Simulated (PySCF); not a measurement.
## Do core-level shifts follow atomic charges?

C4H8P (charge -1).
Structure used (GFN2-xTB), in Å, numbered top down from 1:
```xyz
13
C4H8P angstrom
C      1.8358    0.7363    0.1408
C      1.5779   -0.4134    0.7887
P      0.2612   -1.5751    0.6945
C     -0.8385   -0.7789   -0.6021
C     -1.6837    0.3736   -0.0762
H      1.1865    1.1502   -0.6132
H      2.7376    1.3005    0.3482
H      2.3067   -0.7464    1.5285
H     -0.2162   -0.4489   -1.4398
H     -1.4957   -1.5744   -0.9722
H     -2.3104    0.7997   -0.8672
H     -1.0384    1.1531    0.3223
H     -2.3273    0.0241    0.7300
```

Binding energies: delta-SCF UKS SCAN, pcX-2 on the ionised atom, pcseg-1 elsewhere, spin-free X2C (PySCF 2.14.0). Charges: PBE0/pcSseg-1 ground-state density, for the ionised atom.

```tsv
atom	environment	C 1s (eV)	Mulliken (e)	IAO (e)	Hirshfeld (e)	ESP (e)
C1	terminal =CH2 carbon	283.71	-0.317	-0.499	-0.242	-0.779
C2	alkene CH carbon	284.56	-0.389	-0.338	-0.159	+0.048
C4	sp3 carbon bound to phosphorus	285.26	-0.478	-0.417	-0.143	+0.353
C5	methyl carbon	285.96	-0.248	-0.410	-0.145	-0.402
```

Give the correlation coefficient and slope of binding energy on charge for each scheme.

Hirshfeld: r = 0.87, slope 17.8 eV per e; IAO: r = 0.41, slope 6.0 eV per e; ESP: r = 0.41, slope 0.8 eV per e; Mulliken: r = 0.13, slope 1.2 eV per e. Hirshfeld charges have the highest r, on only 4 points.

The point-charge model writes a binding energy as kq + V + constant, with V the potential of the other atoms' charges at the site. What does it give with the ESP charges?

V = Σ 14.40 eV Å × q/r over all other atoms: +2.55 eV at C1, -10.33 eV at C2, -11.16 eV at C4, +0.24 eV at C5. Fitting binding energy − V to q gives k = 14.5 eV per e and leaves an rms residual of 1.14 eV, against 0.76 eV for the fit on q alone. The model has no term for differences in relaxation between sites.

The species carries charge -1, so core ionisation leaves a neutral species. The basis sets have no added diffuse functions. Geometry: GFN2-xTB, one conformer, isolated ion.
